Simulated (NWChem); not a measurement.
Molecule: NO2, doublet; SMILES [O]N=O

Program: NWChem. Spin-unrestricted. In the optimisation the excess spin sits in a1 (C2v, its own frame). Structure relaxed at the PBE0/def2-SVP, spin-unrestricted level. No stability test was run on the SCF state.

Estimate the computed values for B97-2/def2-SVP. Quantities: highest occupied level (eV); lowest empty minus highest occupied level, either spin (eV); dipole (D); <S²>.


```yaml
highest occupied level (eV): -7.66
lowest empty minus highest occupied level, either spin (eV): 4.04
dipole (D): 0.33
"<S²>": 0.753
```
